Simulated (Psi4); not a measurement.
# [PHF3]+ (SMILES F[PH+](F)F): levels of theory compared

Wanted: a comparison of 6 runs (HF/STO-3G, r2SCAN/3-21G, B3LYP/6-31G*, B2PLYP/def2-SVP, MN12-SX-D3(0)/cc-pwCVDZ) of [PHF3]+. 

Program for the calculation: Psi4 1.11.

3 further runs of the same task are left out: 3 set aside as unsound or not needed.

**1. The molecule**

[PHF3]+ has 5 atoms, charge +1, and is taken as a singlet. SMILES: `F[PH+](F)F`. The shape is that of a GFN2-xTB optimisation.

Bond lengths: F1–P2 1.523 Å, P2–F3 1.524 Å, P2–F4 1.524 Å, P2–H5 1.373 Å. Angles: F1–P2–F3 103.7°, F1–P2–F4 103.7°, F3–P2–F4 103.7°, F1–P2–H5 114.8°, F3–P2–H5 114.7°, F4–P2–H5 114.8°.

**2. Energy and gradient at HF/STO-3G (run 1)**

job.py

```python
import psi4

psi4.set_memory('1600 MB')
psi4.set_num_threads(1)
psi4.set_output_file('output.dat', False)

mol = psi4.geometry("""
1 1
F
P 1 1.523485
F 2 1.523947 1 103.67634
F 2 1.523574 1 103.65335 3 108.03791
H 2 1.373408 1 114.83051 4 126.03905
symmetry c1
no_reorient
no_com
""")

psi4.set_options({
    'basis': 'STO-3G',
    'puream': True,
    'e_convergence': 1e-09,
    'd_convergence': 1e-08,
    'scf_type': 'pk',
})

E, wfn = psi4.gradient('hf', return_wfn=True)
print('gradient / Eh bohr^-1')
print(E.np.round(6))
print(f'energy = {wfn.energy():.10f} Eh')
for k, v in sorted(psi4.core.scalar_variables().items()):
    print(f'{k:45s} {v:18.10f}')
```

The run is started by

```sh
python job.py
```

output.dat:

```text
[...]
  Running in c1 symmetry.
[...]
  Nuclear repulsion =  205.959242418554425
[...]
  Multiplicity = 1
[...]
  Nalpha       = 21
  Nbeta        = 21
[...]
    Number of basis functions: 25
[...]
   @RHF iter   1:  -631.13694728106043   -8.11131e-01   1.80122e-02 DIIS/ADIIS
[...]
   @RHF iter  10:  -631.32454991547365   -6.82121e-13   1.71236e-09 DIIS
[...]
    Orbital Energies [Eh]
    ---------------------
    Doubly Occupied:
       1A    -79.636312     2A    -26.282912     3A    -26.282633
       4A    -26.282460     5A     -7.909328     6A     -5.738003
       7A     -5.737998     8A     -5.737182     9A     -1.907254
      10A     -1.838568    11A     -1.838399    12A     -1.142589
      13A     -0.986408    14A     -0.934688    15A     -0.934637
      16A     -0.825620    17A     -0.825562    18A     -0.806421
      19A     -0.785512    20A     -0.785465    21A     -0.773236
[...]
  @RHF Final Energy:  -631.32454991547365
   => Energetics <=
    Nuclear Repulsion Energy =            205.9592424185544246
    One-Electron Energy =               -1278.5852114823892407
    Two-Electron Energy =                 441.3014191483612763
    Total Energy =                       -631.3245499154736535
[...]
 Multipole Moments:
 ------------------------------------------------------------------------------------
     Multipole            Electronic (a.u.)      Nuclear  (a.u.)        Total (a.u.)
 ------------------------------------------------------------------------------------
 L = 1.  Multiply by 2.5417464519 to convert [e a0] to [Debye]
 Dipole X            :          0.4283837           -1.4609830           -1.0325993
 Dipole Y            :         -0.3092034            1.0592912            0.7500878
 Dipole Z            :         -0.2451475            0.8344970            0.5893495
 Magnitude           :                                                    1.4057830
[...]
  -Total Gradient:
     Atom            X                  Y                   Z
    ------   -----------------  -----------------  -----------------
       1        0.009878339512    -0.007147393510     0.073400252516
       2        0.030430309712    -0.021552656293    -0.017614504666
       3        0.009754779547     0.069118675692    -0.024122223133
       4       -0.063066489858    -0.030881631954    -0.024275300346
       5        0.013003061086    -0.009536993935    -0.007388224372
[...]
```

On the terminal:

```text
gradient / Eh bohr^-1
[[ 0.009878 -0.007147  0.0734  ]
 [ 0.03043  -0.021553 -0.017615]
 [ 0.009755  0.069119 -0.024122]
 [-0.063066 -0.030882 -0.024275]
 [ 0.013003 -0.009537 -0.007388]]
energy = -631.3245499155 Eh
CURRENT ENERGY                                   -631.3245499155
CURRENT REFERENCE ENERGY                         -631.3245499155
DD SOLVATION ENERGY                                 0.0000000000
HF KINETIC ENERGY                                 622.6632281604
HF POTENTIAL ENERGY                             -1253.9877780759
HF TOTAL ENERGY                                  -631.3245499155
HF VIRIAL RATIO                                     2.0139101225
NUCLEAR REPULSION ENERGY                          205.9592424186
ONE-ELECTRON ENERGY                             -1278.5852114824
PCM POLARIZATION ENERGY                             0.0000000000
PE ENERGY                                           0.0000000000
SCF ITERATION ENERGY                             -631.3245499155
SCF ITERATIONS                                     10.0000000000
SCF TOTAL ENERGY                                 -631.3245499155
TWO-ELECTRON ENERGY                               441.3014191484
```

It took 2.4 s on 1 thread of Intel Xeon Platinum 8259CL at 2.50GHz (Skylake/Cascade Lake), shared host; peak memory 0.18 GiB.

**3. Energy and forces at r2SCAN/3-21G (run 2)**

input.json

```json
{
 "schema_name": "qcschema_input",
 "schema_version": 1,
 "molecule": {
  "schema_name": "qcschema_molecule",
  "schema_version": 2,
  "symbols": ["F", "P", "F", "F", "H"],
  "geometry": [-1.24085087, -0.10894271, 2.50708075, 0.13129817, 0.15741419, -0.00980768, 1.31175339, -2.43719868, -0.41968928, -2.0023349, 0.2476864, -1.94084322, 1.80011531, 2.1410597, -0.13675948],
  "molecular_charge": 1,
  "molecular_multiplicity": 1,
  "fix_symmetry": "c1",
  "fix_com": true,
  "fix_orientation": true
 },
 "driver": "gradient",
 "model": {
  "method": "r2scan",
  "basis": "3-21G"
 },
 "keywords": {
  "reference": "rks",
  "puream": true,
  "e_convergence": 1e-09,
  "d_convergence": 1e-08,
  "scf_type": "pk",
  "dft_radial_points": 99,
  "dft_spherical_points": 590
 }
}
```

The run is started by

```sh
psi4 --qcschema input.json -n 1 --memory 1600MB
```

stdout:

```text
[...]
  Running in c1 symmetry.
[...]
  Nuclear repulsion =  205.959217664370698
[...]
  Multiplicity = 1
[...]
  Nalpha       = 21
  Nbeta        = 21
[...]
    Number of basis functions: 42
[...]
   @RKS iter   1:  -637.51683933649838    4.87056e-01   9.83441e-03 DIIS/ADIIS
[...]
   @RKS iter   9:  -637.58745188559828   -3.86535e-12   1.99443e-09 DIIS
[...]
    Orbital Energies [Eh]
    ---------------------
    Doubly Occupied:
       1A    -76.765019     2A    -24.724087     3A    -24.722894
       4A    -24.722745     5A     -6.970051     6A     -5.117195
       7A     -5.117189     8A     -5.113138     9A     -1.569476
      10A     -1.504987    11A     -1.504804    12A     -0.956658
      13A     -0.834890    14A     -0.804828    15A     -0.804799
      16A     -0.704892    17A     -0.704802    18A     -0.684345
      19A     -0.682748    20A     -0.682627    21A     -0.667728
[...]
  @RKS Final Energy:  -637.58745188559828
   => Energetics <=
    Nuclear Repulsion Energy =            205.9592176643706978
    One-Electron Energy =               -1281.4488859396510634
    Two-Electron Energy =                 492.3970486849208896
    DFT Exchange-Correlation Energy =     -54.4948322952389006
    Empirical Dispersion Energy =           0.0000000000000000
    VV10 Nonlocal Energy =                  0.0000000000000000
    Total Energy =                       -637.5874518855982842
[...]
 Multipole Moments:
 ------------------------------------------------------------------------------------
     Multipole            Electronic (a.u.)      Nuclear  (a.u.)        Total (a.u.)
 ------------------------------------------------------------------------------------
 L = 1.  Multiply by 2.5417464519 to convert [e a0] to [Debye]
 Dipole X            :         14.3210184          -13.6133036            0.7077148
 Dipole Y            :         17.0284913          -16.1838224            0.8446689
 Dipole Z            :         -1.0884174            1.0350596           -0.0533578
 Magnitude           :                                                    1.1032556
[...]
  -Total Gradient:
     Atom            X                  Y                   Z
    ------   -----------------  -----------------  -----------------
       1        0.032161565895    -0.001052496771    -0.071661203123
       2       -0.038887809532    -0.045475300667     0.003119584091
       3       -0.040759761188     0.065412481344     0.012231844205
       4        0.053926095378    -0.011218399180     0.055937203034
       5       -0.006730434237    -0.008144533378     0.000492332677
[...]
```

The result, in JSON:

```text
{
 "driver": "gradient",
 "model": {
  "method": "r2scan",
  "basis": "3-21G"
 },
 "success": true,
 "return_result": [0.03216156589507006, -0.001052496770607144, -0.07166120312291321, -0.038887809531849823, -0.04547530066709715, 0.003119584091415002, -0.04075976118798888, 0.06541248134403566, 0.012231844205354406, 0.053926095377679534, -0.011218399180483441, 0.055937203034083505, -0.006730434237130753, -0.008144533378251828, 0.0004923326774475649],
 "properties": {
  "calcinfo_nbasis": 42,
  "calcinfo_nmo": 42,
  "calcinfo_nalpha": 21,
  "calcinfo_nbeta": 21,
  "calcinfo_natom": 5,
  "nuclear_repulsion_energy": 205.9592176643707,
  "return_energy": -637.5874518855983,
  "return_gradient": [0.03216156589507006, -0.001052496770607144, -0.07166120312291321, -0.038887809531849823, -0.04547530066709715, 0.003119584091415002, -0.04075976118798888, 0.06541248134403566, 0.012231844205354406, 0.053926095377679534, -0.011218399180483441, 0.055937203034083505, -0.006730434237130753, -0.008144533378251828, 0.0004923326774475649],
  "scf_one_electron_energy": -1281.448885939651,
  "scf_two_electron_energy": 492.3970486849209,
  "scf_xc_energy": -54.4948322952389,
  "scf_dipole_moment": [0.7077148378354963, 0.8446689289378533, -0.053357783968661865],
  "scf_total_energy": -637.5874518855983,
  "scf_total_gradient": [0.03216156589507006, -0.001052496770607144, -0.07166120312291321, -0.038887809531849823, -0.04547530066709715, 0.003119584091415002, -0.04075976118798888, 0.06541248134403566, 0.012231844205354406, 0.053926095377679534, -0.011218399180483441, 0.055937203034083505, -0.006730434237130753, -0.008144533378251828, 0.0004923326774475649],
  "scf_iterations": 9
 }
}
```

Wall time 17 s (1 thread of Intel Xeon Platinum 8259CL at 2.50GHz (Skylake/Cascade Lake), shared host); peak memory 0.85 GiB.

Runs 3 to 4 aren't shown in full; the table further down has their settings and results.

**4. The energy at MN12-SX-D3(0)/cc-pwCVDZ (density fitting) (run 5)**

f3hp.inp

```
memory 1600 MB

molecule {
  1 1
  F     -0.656630    -0.057650     1.326690
  P      0.069480     0.083300    -0.005190
  F      0.694150    -1.289710    -0.222090
  F     -1.059590     0.131070    -1.027050
  H      0.952580     1.133000    -0.072370
  symmetry c1
  no_reorient
  no_com
}


result, w = energy('mn12-sx-d3zero/cc-pwCVDZ', return_wfn=True)
```

The run is started by

```sh
psi4 -i f3hp.inp -o f3hp.out -n 1
```

f3hp.out:

```text
[...]
  Running in c1 symmetry.
[...]
  Nuclear repulsion =  205.959217613234301
[...]
  Multiplicity = 1
[...]
  Nalpha       = 21
  Nbeta        = 21
[...]
    Number of basis functions: 86
[...]
   @DF-RKS iter   1:  -640.96995123069837    3.96888e-01   5.44910e-03 DIIS/ADIIS
[...]
   @DF-RKS iter   8:  -641.03933145770338   -4.56782e-09   2.73772e-07 DIIS
[...]
    Orbital Energies [Eh]
    ---------------------
    Doubly Occupied:
       1A    -78.813136     2A    -25.668183     3A    -25.668171
       4A    -25.667977     5A     -7.185206     6A     -5.253083
       7A     -5.253079     8A     -5.247179     9A     -1.666201
      10A     -1.615434    11A     -1.615263    12A     -1.007854
      13A     -0.878783    14A     -0.878753    15A     -0.878578
      16A     -0.799631    17A     -0.799560    18A     -0.763571
      19A     -0.763492    20A     -0.752153    21A     -0.744082
[...]
  @DF-RKS Final Energy:  -641.03933145770338
   => Energetics <=
    Nuclear Repulsion Energy =            205.9592176132343013
    One-Electron Energy =               -1285.8175464593778088
    Two-Electron Energy =                 480.8163279461161892
    DFT Exchange-Correlation Energy =     -41.9963807589857510
    Empirical Dispersion Energy =          -0.0009497986902398
    VV10 Nonlocal Energy =                  0.0000000000000000
    Total Energy =                       -641.0393314577032697
[...]
 Multipole Moments:
 ------------------------------------------------------------------------------------
     Multipole            Electronic (a.u.)      Nuclear  (a.u.)        Total (a.u.)
 ------------------------------------------------------------------------------------
 L = 1.  Multiply by 2.5417464519 to convert [e a0] to [Debye]
 Dipole X            :         14.2394874          -13.6133035            0.6261839
 Dipole Y            :         16.9316738          -16.1838224            0.7478514
 Dipole Z            :         -1.0821678            1.0350597           -0.0471081
 Magnitude           :                                                    0.9765281
[...]
```

Wall time 11 s (1 thread of Intel Xeon Platinum 8259CL at 2.50GHz (Skylake/Cascade Lake), shared host); peak memory 0.81 GiB.

**5. A single-point energy at MN12-SX-D3(0)/cc-pwCVDZ (sfX2C, density fitting) (run 6)**

calc.py

```python
import psi4

psi4.set_memory('1600 MB')
psi4.set_num_threads(1)
psi4.set_output_file('psi4.out', False)

geom = psi4.geometry("""
1 1
F
P 1 1.523485
F 2 1.523947 1 103.67634
F 2 1.523574 1 103.65335 3 108.03791
H 2 1.373408 1 114.83051 4 126.03905
units angstrom
symmetry c1
no_reorient
no_com
""")

psi4.set_options({
    'relativistic': 'x2c',
})

result = psi4.energy('mn12-sx-d3zero/cc-pwCVDZ', molecule=geom)
print('E =', round(result, 9))
```

The run is started by

```sh
python calc.py
```

psi4.out:

```text
[...]
  Running in c1 symmetry.
[...]
  Nuclear repulsion =  205.959242418554425
[...]
  Multiplicity = 1
[...]
  Nalpha       = 21
  Nbeta        = 21
[...]
    Number of basis functions: 86
[...]
    WARNING: The X2C and Dirac Hamiltonians have substatially different eigenvalues!
             This is probably caused by the recontraction of the basis set.
[...]
   @DF-RKS iter   1:  -641.94475639586256    3.83457e-01   5.67237e-03 DIIS/ADIIS
[...]
   @DF-RKS iter   8:  -642.01580501254375   -4.66525e-09   2.91685e-07 DIIS
[...]
    Orbital Energies [Eh]
    ---------------------
    Doubly Occupied:
       1A    -79.000178     2A    -25.687411     3A    -25.687387
       4A    -25.687199     5A     -7.212170     6A     -5.247534
       7A     -5.247530     8A     -5.241670     9A     -1.668454
      10A     -1.617679    11A     -1.617508    12A     -1.009718
      13A     -0.878250    14A     -0.878220    15A     -0.878053
      16A     -0.798999    17A     -0.798928    18A     -0.762999
      19A     -0.762921    20A     -0.751715    21A     -0.743567
[...]
  @DF-RKS Final Energy:  -642.01580501254375
   => Energetics <=
    Nuclear Repulsion Energy =            205.9592424185544246
    One-Electron Energy =               -1287.2088132377161855
    Two-Electron Energy =                 481.3135033439322683
    DFT Exchange-Correlation Energy =     -42.0787877389184786
    Empirical Dispersion Energy =          -0.0009497983957824
    VV10 Nonlocal Energy =                  0.0000000000000000
    Total Energy =                       -642.0158050125437512
[...]
 Multipole Moments:
 ------------------------------------------------------------------------------------
     Multipole            Electronic (a.u.)      Nuclear  (a.u.)        Total (a.u.)
 ------------------------------------------------------------------------------------
 L = 1.  Multiply by 2.5417464519 to convert [e a0] to [Debye]
 Dipole X            :          0.3472049           -1.4609830           -1.1137782
 Dipole Y            :         -0.2499441            1.0592912            0.8093471
 Dipole Z            :         -0.1990079            0.8344970            0.6354891
 Magnitude           :                                                    1.5163743
[...]
```

On the terminal:

```text
E = -642.015805013
```

Wall time 11 s (1 thread of Intel Xeon Platinum 8259CL at 2.50GHz (Skylake/Cascade Lake), shared host); peak memory 0.81 GiB.

**6. The series**

| run | level | integration grid | task | energy (Eh) | HOMO energy (eV) | LUMO energy (eV) | HOMO–LUMO gap (eV) | wall time |
| --- | --- | --- | --- | --- | --- | --- | --- | --- |
| 1 | HF/STO-3G | – | gradient | -631.324550 | -21.04 | 2.02 | 23.06 | 2.4 s |
| 2 | r2SCAN/3-21G | 99 radial × 590 angular | gradient | -637.587452 | -18.17 | -7.87 | 10.30 | 17 s |
| 3 | B3LYP/6-31G* (spherical functions) | 99 radial × 590 angular | energy | -641.206124 | -19.54 | -7.16 | 12.39 | 9.3 s |
| 4 | B2PLYP/def2-SVP (density fitting for correlation) | 99 radial × 590 angular | energy | -640.523348 | -22.29 | -5.58 | 16.71 | 8.7 s |
| 5 | MN12-SX-D3(0)/cc-pwCVDZ (density fitting) | 75 radial × 302 angular | energy | -641.039331 | -20.25 | -7.64 | 12.61 | 11 s |
| 6 | MN12-SX-D3(0)/cc-pwCVDZ (sfX2C, density fitting) | 75 radial × 302 angular | energy | -642.015805 | -20.23 | -7.63 | 12.60 | 11 s |

**7. What came out**

```
                quantity          value
     run 6: total energy  -642.01581 Eh
      run 6: HOMO energy      -20.23 eV
      run 6: LUMO energy       -7.63 eV
    run 6: HOMO–LUMO gap       12.60 eV
run 6: dispersion energy   -2.49 kJ/mol
```

**Reading.** The HOMO–LUMO gap runs from 10.30 eV (r2SCAN/3-21G) to 23.06 eV (HF/STO-3G). The two ends differ in method and basis. Totals of different functionals can't be ranked against each other. Some runs of one species differ in core potentials or relativity; totals across that change don't compare. In run 1 the basis is minimal, so the values are rough. All runs together took 60 s, the longest 17 s.
